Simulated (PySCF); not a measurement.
Species: E-ethanimine, C₂H₅N.
Geometry (PBE0-D3(BJ)/def2-SVP, Å), atoms numbered from 1 in this order:
```xyz
8
C2H5N angstrom
H      2.458    0.009   -0.071
N      1.536   -0.374   -0.303
C      0.622    0.394    0.124
C     -0.824    0.090   -0.073
H      0.837    1.338    0.669
H     -1.311    0.891   -0.654
H     -0.938   -0.866   -0.603
H     -1.346    0.039    0.896
```

Computed at PBE0/pcSseg-1 (PySCF, non-relativistic), with Q(14N) = 0.02044 b: N2, 14N (I = 1): χzz = -4.651 MHz, η = 0.418.

**Question.** Find the zero-field quadrupole resonance frequencies of 14N at N2.

**Answer.** From ν± = (3/4)|χ|(1 ± η/3) and ν0 = |χ|η/2: ν+ 3.974 MHz, ν− 3.003 MHz, ν0 0.972 MHz (imine nitrogen).

In a crystal, neighbours and librations shift these lines. Isolated species at its PBE0-D3(BJ)/def2-SVP geometry, gas phase. The small basis limits the accuracy of the gradients.
